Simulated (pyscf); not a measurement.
Single points on ωB97X-D3(BJ)/def2-SVP structures (PySCF, gas phase).

HCl + HO–Ge•(Cl)–Cl → Cl–Ge•(Cl)–Cl + H₂O
Surface: doublet. Broken: Cl–H, Ge–O. Formed: Cl–Ge, H–O. Give ΔE‡ and ΔE from ωB97M-D3(BJ)/def2-TZVP, relative to the separated reactants.

ΔE‡ = 3.7 kcal/mol, ΔE = -8.2 kcal/mol. Zero-point energy shifts the barrier by +0.3 kcal/mol. It is a four-centre exchange, with an imaginary mode of 848i cm⁻¹. On the reactant side the descent ends in a complex, 4.7 kcal/mol under the separated species and 7.6 kcal/mol under the saddle at ωB97X-D3(BJ)/def2-TZVP. On the product side the descent ends in an adduct with a Ge–O contact, 1.7 kcal/mol under the separated species and 14.7 kcal/mol under the saddle at ωB97X-D3(BJ)/def2-TZVP. What is counted as broken (Ge–O) persists as a longer contact in the product adduct; parting that adduct is a step of its own. One saddle was located; it need not be the lowest between these sides. Elements up to Kr have no core potential and no relativistic terms here.
